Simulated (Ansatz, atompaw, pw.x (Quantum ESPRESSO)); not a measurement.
**What a changed setting does to a pw.x run (bcc Al)**

Potential: PAW, atompaw 4.2.0.5, PBEsol; core [Ne], reference 3s2 3p1; waves: 3s (bound): rc 2.05 bohr; 3s channel at 0.3 Ry: rc 2.65 bohr; 3p (bound): rc 2.65 bohr; 3p channel at 0.1 Ry: rc 2.65 bohr; local part: troulliermartins scheme with l = 2 at 1 Ry, radius 2.20 bohr; core correction: smooth core density matched at 2.50 bohr; augmentation: besselshape compensation charge, radius 2.60 bohr; PAW radius 2.65 bohr; waves and projectors: custom polynom vanderbiltortho.

The reference run (k-mesh 14³, cutoffs 40/400 Ry, Fermi–Dirac 0.01 Ry, mixing_beta 0.4, conv_thr 1e-9, no spin) gives 0.55 GPa at 16.575 Å³/atom, where all-electron LAPW gives 0.16 GPa. This run, with its own iteration cap, changes degauss to 0.005.

```
&control
  calculation='scf', prefix='x', pseudo_dir='./', outdir='./tmp', tstress=.true., disk_io='none'
/
&system
  ibrav=0, nat=1, ntyp=1, ecutwfc=40, ecutrho=400, nbnd=8,
  occupations='smearing', smearing='fd', degauss=0.005
/
&electrons
  conv_thr=1e-09, mixing_beta=0.4, electron_maxstep=50
/
ATOMIC_SPECIES
Al 1.0 Al.UPF
CELL_PARAMETERS angstrom
  -1.60619344 1.60619344 1.60619344
  1.60619344 -1.60619344 1.60619344
  1.60619344 1.60619344 -1.60619344
ATOMIC_POSITIONS crystal
Al 0.0000 0.0000 0.0000
K_POINTS automatic
14 14 14 0 0 0
```

```bash
pw.x < Al.scf.in > Al.scf.out
```

**Question.** How does the run end?

**Answer.** It converges in 7 iterations; the free energy moves by +8.9 meV/atom and the pressure by +0.01 GPa. In a metal, with Fermi–Dirac smearing, F lies below its zero-width value by a term in the square of the width.

```
Message from routine setup:
     using ibrav=0 with symmetry is DISCOURAGED, use correct ibrav instead
     lattice parameter (alat)  =       5.2572  a.u.
     unit-cell volume          =     111.8536 (a.u.)^3
     number of electrons       =         3.00
     number of Kohn-Sham states=            8
     kinetic-energy cutoff     =      40.0000  Ry
     charge density cutoff     =     400.0000  Ry
     scf convergence threshold =      1.0E-09
     Exchange-correlation= SLA PW PSX PSC
     number of k points=   104  Fermi-Dirac smearing, width (Ry)=  0.0050
     iteration #  1     ecut=    40.00 Ry     beta= 0.40
     total energy              =     -38.50802460 Ry
     estimated scf accuracy    <       0.00490053 Ry
     iteration #  2     ecut=    40.00 Ry     beta= 0.40
     total energy              =     -38.50772139 Ry
     estimated scf accuracy    <       0.00167207 Ry
     iteration #  3     ecut=    40.00 Ry     beta= 0.40
     total energy              =     -38.50778100 Ry
     estimated scf accuracy    <       0.00000133 Ry
     iteration #  4     ecut=    40.00 Ry     beta= 0.40
     total energy              =     -38.50780118 Ry
     estimated scf accuracy    <       0.00000049 Ry
     iteration #  5     ecut=    40.00 Ry     beta= 0.40
     total energy              =     -38.50780105 Ry
     estimated scf accuracy    <       0.00000003 Ry
     iteration #  6     ecut=    40.00 Ry     beta= 0.40
     total energy              =     -38.50780106 Ry
     estimated scf accuracy    <       0.00000002 Ry
     iteration #  7     ecut=    40.00 Ry     beta= 0.40
     the Fermi energy is     7.8504 ev
!    total energy              =     -38.50780106 Ry
     estimated scf accuracy    <          1.7E-10 Ry
     smearing contrib. (-TS)   =      -0.00046285 Ry
     The total energy is F=E-TS. E is the sum of the following terms:
     one-electron contribution =       3.15987977 Ry
     hartree contribution      =       0.00476340 Ry
     xc contribution           =      -1.62936949 Ry
     ewald contribution        =      -5.39542568 Ry
     one-center paw contrib.   =     -34.64718622 Ry
     convergence has been achieved in   7 iterations
          total   stress  (Ry/bohr**3)                   (kbar)     P=        5.59
     Message from routine punch:
     Nothing written, as per user request (disk_io='none')
```

The run took about 4.8 s on one core of a shared host (Intel(R) Xeon(R) 6975P-C, 192 threads, 378 GiB, load 122).
